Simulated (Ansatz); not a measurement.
A made-up structure of CH₃NSi, closed shell:

```xyz
6
angstrom
C -0.5762 -0.3755 -0.2105
Si 0.3974 1.0553 -1.0113
N -0.1284 0.3163 0.7514
H -1.1599 -1.2931 -0.1247
H 1.6636 0.1961 -1.1459
H 1.4874 1.1935 -1.9109
```

It is relaxed with PBE-D4/def2-SVP and then PBE0-D4/def2-TZVP (Ansatz 0.2.0). Atoms count as bonded within 1.22 times the sum of their covalent radii (H–H: 0.88 Å). The end point is not checked to be a true minimum.

Problem. Does its bonding change? (A judgement: the text doesn't fix the answer.)

Solution. The calculation gives: No: no bond forms or breaks.

Where it ends: The first stage lowers the energy by 3.49 eV in 12 steps. It ends as CH₃NSi ([CH]1[N][SiH2]1):
C1  (-0.577, -0.322, -0.261)
Si2  (0.846, 0.469, -0.979)
N3  (0.015, 0.391, 0.613)
H4  (-1.473, -0.935, -0.160)
H5  (2.139, -0.230, -1.113)
H6  (0.734, 1.720, -1.753)
(Å)

Labels in which every atom is bracketed show which atoms are joined, not bond orders.

For scale, one of the runs: PBE0-D4/def2-TZVP relaxation, 117 basis functions, launched by `ansatz run in.yaml --threads 2 --pin off --events-out ev --progress --plain --max-ram 4352MiB`. Hardware: 2 CPU threads of an Arm Neoverse V2, shared host. Wall time about 10 s.
